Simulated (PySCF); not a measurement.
## Core-level binding energies of `CC[NH3+]`

Compound: C2H8N (charge +1).
Numbering: `[CH3:1][CH2:2][NH3+:3]`

Theory: PySCF 2.14.0, delta-SCF UKS SCAN, pcX-2 on the ionised atom, pcseg-1 elsewhere, spin-free X2C. Binding energies are ΔSCF values: E(core-ionised, relaxed orbitals) − E(ground state) at a fixed geometry, referred to the vacuum level.

Q: What binding energy does each computed site have?

A: 
```tsv
atom(s)	bonded to	level	binding energy (eV)	above the level's lowest (eV)	count
C1	C and 3 H	C 1s	296.07	0.00	1
C2	N, C and 2 H	C 1s	298.17	+2.10	1
N3	C and 3 H	N 1s	415.11	0.00	1
```

The listed C 1s values span 2.10 eV, from C1 (bonded to C and 3 H) to C2 (bonded to N, C and 2 H).

Q: Which photon wavelength matches the C 1s of C1 threshold?

A: λ = hc/E = 12398.42 eV Å / 296.07 eV = 41.877 Å.

Q: Give the binding energy of C 1s of C1 in hartree and in kJ/mol.

A: 296.07 eV = 10.8804 Eh = 28566 kJ/mol.

The species carries charge +1, so core ionisation leaves charge +2. Isolated species at its PBE0-D3(BJ)/def2-SVP geometry, gas phase.
